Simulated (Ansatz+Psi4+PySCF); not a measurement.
doublet N2H3: levels of theory in one basis

```xyz
5

N     0.0000    0.7190   -0.0777
N     0.0000   -0.7190   -0.0777
H    -0.9482    1.0050   -0.3041
H    -0.2111   -1.0928    0.8479
H     0.9482   -1.0050   -0.3041
```

Basis set: cc-pVTZ (spherical functions). Frozen core: 2 orbitals. Correlation on ROHF uses semicanonical orbitals with singles. Charge 0, multiplicity 2.

Computed with Ansatz (development build ahead of 0.2.0) and Psi4 1.11; each method stands on the lowest determinant of its kind that the runs found.

```json
{"method": "ROHF", "E − E(ROHF) (eV)": "0.00", "<S²> of the determinant": "0.75"}
{"method": "UHF", "E − E(ROHF) (eV)": "-0.15", "<S²> of the determinant": "0.76"}
{"method": "ROHF-MP2", "E − E(ROHF) (eV)": "-10.89", "<S²> of the determinant": "–"}
{"method": "UHF-MP2", "E − E(ROHF) (eV)": "-10.87", "<S²> of the determinant": "0.76"}
```
